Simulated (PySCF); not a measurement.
# Spin-rotation constants: SMILES CCN(C)C#P, C4H8NP

Cartesian coordinates in Å; atom numbers follow the order of the lines, from 1:
```xyz
14

C     1.848    0.346    0.013
C     0.614   -0.417    0.470
N    -0.586    0.063   -0.191
C    -1.725   -0.826   -0.186
C    -0.777    1.350   -0.372
P    -1.003    2.867   -0.663
H     2.736   -0.069    0.483
H     1.767    1.397    0.280
H     1.956    0.275   -1.067
H     0.719   -1.478    0.221
H     0.509   -0.333    1.563
H    -2.537   -0.374   -0.752
H    -2.075   -1.029    0.833
H    -1.448   -1.773   -0.654
```

Computed with GIAO wB97X-D/pcSseg-1 magnetisability, rotational g tensor and spin-rotation constants, non-relativistic, gas phase (PySCF). Geometry: GFN2-xTB.

**Question.** Give the nuclear spin-rotation constants along the inertial axes (H = +C I·J) beside the isotropic shieldings.

**Answer.** Rotational constants 3.9046, 2.0309, 1.3870 GHz. A star marks the isotopologue with that one atom substituted, in its own axes.
```csv
atom,isotope,Caa (kHz),Cbb (kHz),Ccc (kHz),mean (kHz),σ (ppm)
N3,14N,0.156,0.196,0.087,0.146,174.3
P6,31P,4.155,2.558,2.704,3.139,384.6
H7,1H,-0.145,-0.117,-0.151,-0.138,30.7
H8,1H,-0.054,-0.163,-0.124,-0.114,29.7
H9,1H,-0.439,-0.214,0.027,-0.208,30.5
H10,1H,-0.017,-0.185,-0.125,-0.109,29.5
H11,1H,-0.418,-0.211,0.056,-0.191,28.9
H12,1H,-0.055,-0.115,-0.137,-0.102,28.5
H13,1H,-0.384,-0.190,0.026,-0.183,28.8
H14,1H,-0.072,-0.215,-0.078,-0.121,29.2
C1,13C*,0.542,0.274,0.192,0.336,170.9
C2,13C*,0.663,0.381,0.277,0.440,138.8
C4,13C*,0.728,0.279,0.303,0.437,141.2
C5,13C*,0.074,1.058,0.753,0.628,25.3
```
For the geometry as given, no vibrational averaging.

**Question.** How do the rotational constants and the g tensor change when H7, H8, H9, H10, H11, H12, H13, H14 are replaced by deuterium?

**Answer.** Constants 3.0605, 1.8327, 1.2136 GHz; g -0.0038, -0.0044, -0.0049, against -0.0047, -0.0043, -0.0051 before.
